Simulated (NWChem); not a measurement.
System: Be cation, doublet

Parts of the log:

```
             Northwest Computational Chemistry Package (NWChem) 7.3.0
             --------------------------------------------------------

                             Geometry "geometry" -> ""
                             -------------------------

 Output coordinates in angstroms (scale by  1.889725989 to convert to a.u.)

  No.       Tag          Charge          X              Y              Z
 ---- ---------------- ---------- -------------- -------------- --------------
    1 Be                   4.0000     0.00000000     0.00000000     0.00000000

 Effective nuclear repulsion energy (a.u.)       0.0000000000

  xc_inp: hfexch multiplicative factor not found.
                              NWChem Property Module
                              ----------------------

  itol2e modified to match energy
  convergence criterion.

                                 NWChem DFT Module
                                 -----------------

 Summary of "ao basis" -> "ao basis" (spherical)
 ------------------------------------------------------------------------------
       Tag                 Description            Shells   Functions and Types
 ---------------- ------------------------------  ------  ---------------------
 Be                        def2-tzvp                 9       19   5s3p1d

  itol2e modified to match energy
  convergence criterion.

            General Information
            -------------------
          SCF calculation type: DFT
          Wavefunction type:  spin polarized.
          No. of atoms     :     1
          No. of electrons :     3
           Alpha electrons :     2
            Beta electrons :     1
          Charge           :     1
          Spin multiplicity:     2
          Use of symmetry is: off; symmetry adaption is: off
          Maximum number of iterations: 150
          AO basis - number of functions:    19
                     number of shells:     9
          Convergence on energy requested:  1.00D-07
          Convergence on density requested:  1.00D-05
          Convergence on gradient requested:  5.00D-04

              XC Information
              --------------
                     Hartree-Fock (Exact) Exchange  1.000

      Superposition of Atomic Density Guess
      -------------------------------------

 Sum of atomic energies:         -14.57257987

 Renormalizing density from       4.00 to      3

      Non-variational initial energy
      ------------------------------

 Total energy =     -11.771134
 1-e energy   =     -14.296230
 2-e energy   =       2.525096
 HOMO         =      -0.651209
 LUMO         =      -0.295463

   convergence    iter        energy       DeltaE   RMS-Dens  Diis-err
 ---------------- ----- ----------------- --------- --------- ---------
 d= 0,ls=0.0,diis     1    -14.2696623220 -1.43D+01  8.40D-03  5.97D-02
                                                     2.00D-03  7.12D-02
 d= 0,ls=0.0,diis     2    -14.2769985349 -7.34D-03  2.11D-03  6.61D-05
                                                     1.73D-04  2.25D-04
 d= 0,ls=0.0,diis     3    -14.2770479856 -4.95D-05  5.34D-04  3.65D-06
                                                     1.73D-05  1.40D-06
 d= 0,ls=0.0,diis     4    -14.2770497766 -1.79D-06  3.20D-05  2.02D-08
                                                     1.48D-06  3.99D-09
 d= 0,ls=0.0,diis     5    -14.2770497960 -1.93D-08  7.66D-06  1.03D-09
                                                     1.33D-07  1.85D-10

         Total DFT energy =      -14.277049795976
      One electron energy =      -17.610492718246
           Coulomb energy =        5.840207716257
    Exchange-Corr. energy =       -2.506764793986
 Nuclear repulsion energy =        0.000000000000

 Numeric. integr. density =        0.000000000000

                    DFT Final Alpha Molecular Orbital Analysis
                    ------------------------------------------

 Vector    1  Occ=1.000000D+00  E=-5.159058D+00
              MO Center= -1.8D-17,  5.4D-18, -2.8D-18, r^2= 6.5D-02
   Bfn.  Coefficient  Atom+Function         Bfn.  Coefficient  Atom+Function
  ----- ------------  ---------------      ----- ------------  ---------------
     1      0.548764  1 Be s                  2      0.536542  1 Be s

 Vector    2  Occ=1.000000D+00  E=-6.660605D-01
              MO Center=  1.6D-15,  1.6D-15, -7.6D-16, r^2= 1.7D+00
   Bfn.  Coefficient  Atom+Function         Bfn.  Coefficient  Atom+Function
  ----- ------------  ---------------      ----- ------------  ---------------
     3      0.725428  1 Be s                  4      0.383621  1 Be s
     2     -0.244332  1 Be s                  1     -0.127506  1 Be s

 Vector    3  Occ=0.000000D+00  E=-2.267192D-01
              MO Center= -1.2D-17,  7.9D-18,  4.1D-17, r^2= 2.9D+00
   Bfn.  Coefficient  Atom+Function         Bfn.  Coefficient  Atom+Function
  ----- ------------  ---------------      ----- ------------  ---------------
     7      0.435911  1 Be py                13     -0.348177  1 Be py
     6     -0.336295  1 Be px                 8     -0.280633  1 Be pz
    12      0.268610  1 Be px                14      0.224151  1 Be pz

 Vector    4  Occ=0.000000D+00  E=-2.267192D-01
              MO Center= -1.7D-15, -3.7D-16, -2.3D-17, r^2= 2.9D+00
   Bfn.  Coefficient  Atom+Function         Bfn.  Coefficient  Atom+Function
  ----- ------------  ---------------      ----- ------------  ---------------
     6      0.426163  1 Be px                 7      0.422925  1 Be py
    12     -0.340391  1 Be px                13     -0.337805  1 Be py
     8      0.146244  1 Be pz                14     -0.116810  1 Be pz

 Vector    5  Occ=0.000000D+00  E=-2.267192D-01
              MO Center= -9.3D-17,  1.4D-16,  1.0D-15, r^2= 2.9D+00
   Bfn.  Coefficient  Atom+Function         Bfn.  Coefficient  Atom+Function
  ----- ------------  ---------------      ----- ------------  ---------------
     8      0.530778  1 Be pz                14     -0.423951  1 Be pz
     6     -0.295226  1 Be px                12      0.235807  1 Be px
     7      0.113947  1 Be py                13     -0.091014  1 Be py

                     DFT Final Beta Molecular Orbital Analysis
                     -----------------------------------------

 Vector    1  Occ=1.000000D+00  E=-5.118518D+00
              MO Center= -1.0D-17,  4.0D-18,  4.4D-18, r^2= 6.6D-02
   Bfn.  Coefficient  Atom+Function         Bfn.  Coefficient  Atom+Function
  ----- ------------  ---------------      ----- ------------  ---------------
     1      0.543758  1 Be s                  2      0.540707  1 Be s

 Vector    2  Occ=0.000000D+00  E=-2.857586D-01
              MO Center=  4.3D-15, -2.6D-15, -1.1D-16, r^2= 2.6D+00
   Bfn.  Coefficient  Atom+Function         Bfn.  Coefficient  Atom+Function
  ----- ------------  ---------------      ----- ------------  ---------------
     4      0.556353  1 Be s                  3      0.377837  1 Be s
     2     -0.193169  1 Be s                  5      0.173791  1 Be s
     1     -0.101869  1 Be s

 Vector    3  Occ=0.000000D+00  E=-1.596388D-01
              MO Center= -2.1D-15,  1.2D-15, -3.6D-16, r^2= 3.6D+00
   Bfn.  Coefficient  Atom+Function         Bfn.  Coefficient  Atom+Function
  ----- ------------  ---------------      ----- ------------  ---------------
    12      0.555106  1 Be px                 6     -0.403354  1 Be px
    13     -0.320213  1 Be py                 7      0.232675  1 Be py
    14      0.057615  1 Be pz                 8     -0.041864  1 Be pz

 Vector    4  Occ=0.000000D+00  E=-1.596388D-01
              MO Center=  5.2D-16, -2.5D-17, -1.5D-15, r^2= 3.6D+00
   Bfn.  Coefficient  Atom+Function         Bfn.  Coefficient  Atom+Function
  ----- ------------  ---------------      ----- ------------  ---------------
    14      0.626767  1 Be pz                 8     -0.455425  1 Be pz
    12     -0.115824  1 Be px                13     -0.088015  1 Be py
     6      0.084160  1 Be px                 7      0.063954  1 Be py
    11      0.025598  1 Be pz

   alpha - beta orbital overlaps
   -----------------------------

[...]

          ----------------------
          Hyperfine Interactions
          ----------------------

 Total Spin Density (Fermi Contact Term)
 ------------------ --------------------
     Atom            x         y         z       Density (a.u.)      Aiso(MHz)     Aiso(Gauss)
     1   9-Be     0.00000   0.00000   0.00000       1.017306       -639.274748    -228.108741

           -------------------------------------------
           Anisotropic Interaction (Spin-Dipolar Term)
           -------------------------------------------

 ------------------------------------------------------------
     Atom            x         y         z
 ------------------------------------------------------------
     1   9-Be     0.00000   0.00000   0.00000

   Spin-Dipolar term (a.u.)
        xx             yy             zz             xy             xz             yz
 ------------------------------------------------------------------------------------------
       0.000000       0.000000       0.000000      -0.000000       0.000000      -0.000000

   Principal Comp. of -hf- tensor (au)            Anisotropic -hfcc- (MHz)               Anisotropic -hfcc- (Gauss)
 --------------------------------------------------------------------------------------------------------------------------
      0.000000     0.000000     0.000000      -0.000000    -0.000000    -0.000000      -0.000000    -0.000000    -0.000000

   Orientation of the principal axis of Hyperfine Tensor w.r.t absolute (molecular) frame
 --------------------------------------------------------------------------------------------------------------------------
      1.000000    -0.000000     0.000000
     -0.000000     1.000000    -0.000000
      0.000000    -0.000000     1.000000
```

Level: UHF/def2-TZVP, contact and dipolar terms. No stability test was run on the SCF state.

Task: Reconstruct the input file.

Result: Several could match; the one computed here: the input that was run:
```
start job
memory heap 200 mb stack 900 mb global 1100 mb
charge 1
geometry units angstroms noautosym nocenter noautoz
  Be     0.000000     0.000000     0.000000
end
basis spherical
  * library def2-tzvp
end
dft
  odft
  mult 2
  xc hfexch
  iterations 150
end
property
  hyperfine
end
task dft property
```
